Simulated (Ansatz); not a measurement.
CH2FO, SMILES `[O]CF` radical, relaxed with UKS PBE0-D4/def2-TZVP in Ansatz 0.2.0 from a PBE-D4/def2-SVP geometry. The force threshold is 0.005 eV/Å; the program also tests the step.

The species carries charge 0 and has multiplicity 2.

Start:

```xyz
5

O     0.094   -1.264   -0.380
C     0.015   -0.030   -0.007
F    -1.240    0.569    0.000
H     0.445    0.099    1.039
H     0.686    0.626   -0.652
```

Problem. How much energy does the relaxation release, and in how many steps? (Best estimate.)

Solution. The calculation gave: 0.91 kcal/mol, in 5 steps.

Problem. Which bonds change most? (Best estimate.)

Solution. The calculation gave: C2–H5 from 1.139 to 1.109 Å; C2–H4 from 1.139 to 1.109 Å; C2–F3 from 1.391 to 1.376 Å; O1–C2 from 1.291 to 1.303 Å.

Problem. Give the relaxed structure. (Estimate.)

Solution. Ansatz gave: 
```xyz
5

O     0.089   -1.250   -0.377
C     0.031   -0.005    0.003
F    -1.226    0.555   -0.002
H     0.432    0.087    1.033
H     0.674    0.613   -0.658
```
